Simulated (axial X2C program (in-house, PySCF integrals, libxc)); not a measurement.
Al₂⁺: bond constants with and without spin–orbit coupling

All values were computed with an axial X2C code built on PySCF integrals. Spin-free means the one-electron spin-free X2C Hamiltonian; two-component (2c) means X2C with spin–orbit coupling and atomic mean-field two-electron Coulomb and Gaunt terms, so the difference of the two also holds small scalar two-electron terms. Basis: Al dyall-v3z [8s8p2d1f] (cores contracted in-house); Gaussian nuclei, density fitting, unrestricted open shells. Masses: Al 26.982 u.

The run was started with this input:
```json
{"zs": [13, 13], "q": 1, "bas": ["dyall-v3z", "dyall-v3z"], "levels": ["PBE0", "HF", "BP86"], "cc": true, "r0": 2.52, "thr": -2.0, "nmax": 90, "npts": 10, "nst": 2, "ntry": 6}
```
```bash
python so2c.py task.json out
```

Keys: zs atomic numbers; q charge; bas basis sets; levels methods; cc coupled cluster on or off; r0 starting distance in Å; thr threshold in hartree for freezing inner shells (an s shell follows its p shell); nmax most natural virtual spinors; npts points on the curve; nst determinants followed; ntry starts of the search. HF also brings MP2.

State, spin-free: M_S = 1/2, Λ = 0 (beyond evenly filled blocks: σα); electrons by block: σα: 9, σβ: 8, π+α: 2, π+β: 2, π-α: 2, π-β: 2. Fragments: Al+ + Al.

State, 2c: Ω = 1/2 (⟨Sz⟩ = 0.50, ⟨Lz⟩ = 0.00 at PBE0); electrons by block: 1/2: 11, -1/2: 10, 3/2: 2, -3/2: 2. Fragments: Al+ + Al.

```tsv
Hamiltonian	level	Re (Å)	ωe (cm⁻¹)	αe (cm⁻¹)	De (eV)	D0 (eV)	k (mdyn/Å)
2c	PBE0	3.260	155.7	0.00108	1.60	1.59	0.193
2c	HF	3.315	157.6	0.000887	1.23	1.22	0.198
2c	MP2	3.237	162.2	0.00106	1.34	1.33	0.209
2c	CCSD	3.228	165.1	0.001	1.35	1.34	0.217
2c	CCSD(T)	3.214	167.6	0.00102	1.39	1.38	0.223
2c	BP86	3.336	136.6	0.00124	1.61	1.60	0.148
```

Spin-free values that have a 2c row agree with it to the digits that matter (0.001 Å, 0.01 eV) and are not repeated.

Correlated methods: 5 electrons correlated (number of frozen shells: Al 2 s, 1 p), 143 virtual spin orbitals or spinors in MP2, 90 natural virtuals in coupled cluster.

The state is a single determinant with fixed occupations, the lowest that a limited PBE0 search found. Dissociation energies refer to the lowest single-determinant-based atoms at the same level and basis. Density functionals use the spin component along the axis (collinear). CCSD and (T) use frozen natural virtuals with an MP2 correction for the truncation; (T) itself is uncorrected, so its De runs slightly low. The 2c atoms are single determinants rather than J levels; their spin–orbit lowering is only partly caught, and De is too large by that part. This holds for PBE0, BP86. The functionals have no current-density term, which raises determinants with orbital currents, atoms included.

Rough cost a point (2c) on 1 thread(s) of a shared host, integrals apart: PBE0 0.18 s, HF 0.1 s, CCSD(T) 1.5 s, BP86 0.14 s.

The whole task took 43 s on 1 thread of Intel(R) Xeon(R) Processor @ 2.30GHz (shared host).
